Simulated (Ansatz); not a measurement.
# AlH2O2: the cost of one run

Program: Ansatz 0.2.0. Level of theory: UKS PBE-D4/def2-SVP. These are calculated values, not measurements.

## (1) The starting structure

Bond lengths: O1–Al2 1.769 Å, Al2–O3 1.809 Å, O1–H4 1.030 Å, O3–H5 1.002 Å. Angles: O1–Al2–O3 119.6°, Al2–O1–H4 103.4°, Al2–O3–H5 105.9°.

Structure file:

```xyz
5

O    -1.5954   -0.0803    0.1092
Al   -0.0181   -0.8802    0.0556
O     1.4441   -0.0171    0.6786
H    -1.6242    0.4514   -0.7728
H     1.8435    0.4525   -0.1119
```

## (2) End point A

File input.yaml:

```yaml
crystal:
  periodic: [false, false, false]
  atoms:
    - { symbol: O, position_ang: [-1.5954, -0.0803, 0.1092] }
    - { symbol: Al, position_ang: [-0.0181, -0.8802, 0.0556] }
    - { symbol: O, position_ang: [1.4441, -0.0171, 0.6786] }
    - { symbol: H, position_ang: [-1.6242, 0.4514, -0.7728] }
    - { symbol: H, position_ang: [1.8435, 0.4525, -0.1119] }
magnetization:
  spin_polarized: true
  initial_magnetization: 1
basis:
  gaussian: { orbitals: def2-SVP }
hamiltonian:
  xc: pbe
  dispersion: d4
relax:
  f_tol: 0.02
  max_steps: 50
```

Command:

```bash
> ansatz run input.yaml --threads 1 --pin off --max-ram 2048MiB --backend cpu --events-out ev --progress --plain --runs-dir out
```

**Question.** How long does this run take on 1 thread of Intel Xeon at 2.70GHz, shared host, and how much memory does it need?

About 17 s, with a peak of 0.14 GiB.
